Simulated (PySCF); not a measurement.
Telling isomers of C4H8O2 apart by NMR

Single conformer, one averaged value for each set of equivalent atoms, no relativistic terms, isolated molecule. Geometry from GFN2-xTB; PBE0/pcSseg-1 with gauge-including orbitals; PySCF 2.14.0 with density-fitted response routines.

Scale: ¹H (σref 31.72), ¹³C (σref 186.93) against TMS (reference shieldings calculated alike). Where no couplings were computed, multiplicities follow the n + 1 count of equivalent neighbours, and m marks all less simple cases (inequivalent or close neighbours, rings, F or P nearby). Shifts are as computed. Against solution values, carbons near 30 ppm lie about +3 ppm off and those near 130 ppm about +5 ppm (rms about the fit 2.1 ppm; single classes can miss by 10 ppm). Of 1328 compounds with measured shifts, 309 miss one by over three times the rms of a fit or turn the order of signals round; such compounds aren't used in these exercises. Signals without a measured value on file couldn't be tested in this way; 1H shifts scatter by 0.2 ppm about their fit, and single ones miss by 0.5 ppm. OH and NH positions are gas-phase values without hydrogen bonding to other molecules.

(1) Tabulate the signals of `COC1COC1`, `OCC1COC1` and their relative energies.

(2) What is the quickest way to tell COC1COC1 from OCC1COC1?

Results:

(1) 
```json
{"SMILES": "COC1COC1", "carbon types": "1×CH 2×CH2 1×CH3", "δC": "80.9, 77.9, 58.2", "δH": "4.86 (m, 2H), 4.81 (m, 2H), 4.40 (m, 1H), 3.35 (s, 3H)", "E rel. (kcal/mol)": "7.0"}
{"SMILES": "OCC1COC1", "carbon types": "1×CH 3×CH2", "δC": "73.2, 64.8, 39.6", "δH": "4.91 (m, 2H), 4.79 (m, 2H), 3.80 (d, 2H), 2.94 (m, 1H), 1.08 (br s, 1H)", "E rel. (kcal/mol)": "0.0"}
```

Energies are electronic energies at PBE0/pcSseg-1 on these geometries, without zero-point or thermal terms, each for the one conformer computed, which needn't be the lowest.

(2) Both give the same number of carbon signals, but DEPT or the intensities differ. The first has a methyl carbon bonded to O (CH3) at 58.2 ppm, the second an sp3 CH in a ring at 39.6 ppm. Their most deshielded carbons lie at 80.9 and 73.2 ppm.
